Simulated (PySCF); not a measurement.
**Reproducing measurements on silicon monosulfide**

**What was measured.**

From NIST CCCBDB Release 22 (SRD 101), experimental dipoles, for the gas: dipole moment (microwave Stark effect, vibrational ground state) 1.73 ± 0.06 D.

Liu, Meijer, Perez-Rios, Phys. Chem. Chem. Phys. 22 (2020) 24191 lists, for the gas: dipole moment 1.73 D.

The results are set against them at the end.

Silicon monosulfide, SiS.
Atom-mapped SMILES: `[Si-:1]#[S+:2]`

Geometry (PBE0-D3(BJ)/def2-TZVP, Å), atoms numbered from 1 in this order:
```
atom  x, y, z in Å
Si1   -0.8784   -0.3801    0.0961
S2     0.8959    0.3512   -0.1082
```

Runs made with PySCF (gas phase, on this PBE0-D3(BJ)/def2-TZVP geometry; no spin–orbit coupling):

```tsv
level	job	basis functions	wall time
PBE0-D3(BJ)/def2-TZVP, grid level 2	geometry optimisation from a GFN2-xTB start shaken at random	74	8.3 s
PBE0/pcSseg-2	shieldings, charges and field gradients	86	4.2 s
CAM-B3LYP/aug-cc-pVTZ	10 singlets by full TDDFT, 4 Tamm–Dancoff triplets, polarisability	100	3.2 s
PBE0/aug-cc-pVTZ	10 singlets by full TDDFT, 4 Tamm–Dancoff triplets, polarisability, dynamic polarisability	100	3.4 s
wB97X-D/aug-cc-pVTZ	10 singlets by full TDDFT, 4 Tamm–Dancoff triplets, polarisability, ΔSCF ions	100	15 s
```

Hardware: Arm Neoverse N1, one thread, no GPU (shared host).

## Comparison

**Dipole moment.** Measured: 1.73 D (NIST CCCBDB Release 22 (SRD 101), experimental dipoles) and 1.73 D (Liu, Meijer, Perez-Rios, Phys. Chem. Chem. Phys. 22 (2020) 24191). Differences are taken against the first.

| level | computed (D) | computed − measured (D) | % (from the printed values) |
| --- | --- | --- | --- |
| PBE0-D3(BJ)/def2-TZVP | 1.73 | 0.00 | 0 |
| PBE0/pcSseg-2 | 1.87 | +0.14 | +8 |
| CAM-B3LYP/aug-cc-pVTZ | 1.93 | +0.20 | +12 |
| PBE0/aug-cc-pVTZ | 1.74 | +0.01 | +1 |
| wB97X-D/aug-cc-pVTZ | 1.85 | +0.12 | +7 |

Closest is PBE0-D3(BJ)/def2-TZVP (0.00 D), furthest CAM-B3LYP/aug-cc-pVTZ (+0.20 D); one molecule doesn't rank methods. The computed dipoles belong to one fixed geometry; measured ones are averaged over vibrations unless marked μe. Magnitudes are compared, not signs.

The geometry is computed, not the measured one. Where a level misses, the cause wasn't examined.
